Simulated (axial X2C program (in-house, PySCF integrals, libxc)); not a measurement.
# Low determinants of AlS⁺ at the PBE0 level, without spin–orbit coupling

All values were computed with an in-house relativistic program for diatomic molecules. Spin-free means the one-electron spin-free X2C Hamiltonian. Basis: S dyall-av3z [9s8p3d2f], Al dyall-v3z [8s8p2d1f] (cores contracted in-house); Gaussian nuclei, density fitting, unrestricted open shells. Masses: S 31.972 u, Al 26.982 u.

Search at 2.200 Å (vertical energies from the lowest determinant):

```json
{"ΔE (eV)": "0.00", "state": "M_S = 1, Λ = 1", "electrons beyond evenly filled partner blocks": "σα, π+α, π+β, π-α", "electrons in σ, π, δ, φ": "17 11 0 0"}
{"ΔE (eV)": "0.11", "state": "M_S = 0, Λ = 1", "electrons beyond evenly filled partner blocks": "σβ, π+α, π+β, π-α", "electrons in σ, π, δ, φ": "17 11 0 0"}
{"ΔE (eV)": "0.82", "state": "M_S = 0, Λ = 0", "electrons beyond evenly filled partner blocks": "closed shell", "electrons in σ, π, δ, φ": "16 12 0 0"}
{"ΔE (eV)": "1.36", "state": "M_S = 1, Λ = 0", "electrons beyond evenly filled partner blocks": "π+α, π-α", "electrons in σ, π, δ, φ": "18 10 0 0"}
{"ΔE (eV)": "2.62", "state": "M_S = 0, Λ = 0", "electrons beyond evenly filled partner blocks": "π+β, π-α", "electrons in σ, π, δ, φ": "18 10 0 0"}
{"ΔE (eV)": "2.62", "state": "M_S = 0, Λ = 2", "electrons beyond evenly filled partner blocks": "π+α, π+β", "electrons in σ, π, δ, φ": "18 10 0 0"}
{"ΔE (eV)": "2.70", "state": "M_S = 1, Λ = 0", "electrons beyond evenly filled partner blocks": "2 × σα", "electrons in σ, π, δ, φ": "16 12 0 0"}
```

Lowest determinant, M_S = 1, Λ = 1 (beyond evenly filled blocks: σα, π+α, π+β, π-α): Re = 2.186 Å, ωe = 461.3 cm⁻¹.

The determinant in row 2 of the search, M_S = 0, Λ = 1 (beyond evenly filled blocks: σβ, π+α, π+β, π-α), was followed along the bond at PBE0; measured from the minimum of the lowest determinant it gives:

Te = 0.103 eV (829 cm⁻¹), Re = 2.171 Å, ωe = 491.6 cm⁻¹.

**Question.** Compare the bond of the determinant in row 2 with that of the lowest one.

**Answer.** At PBE0 its Re is 0.015 Å shorter and its force constant, which goes as ωe², is 1.14 times that of the lowest determinant. This determinant mixes spin states, so it has no term energy of its own.

The search compares states at one distance, so a state with another bond length can lie lower; it is not exhaustive and yields mostly the lowest determinant of each block pattern, so other components and higher states of one pattern are missing. These are energies of single determinants, not of spin-adapted states; PBE0 term energies can be off by some tenths of an eV, and the functional has no current term. The lowest determinant need not be the ground state where others lie within half an eV. Row 2 is spin-contaminated (⟨S²⟩ = 1.01 against 0.00), so its values are not those of a pure state.
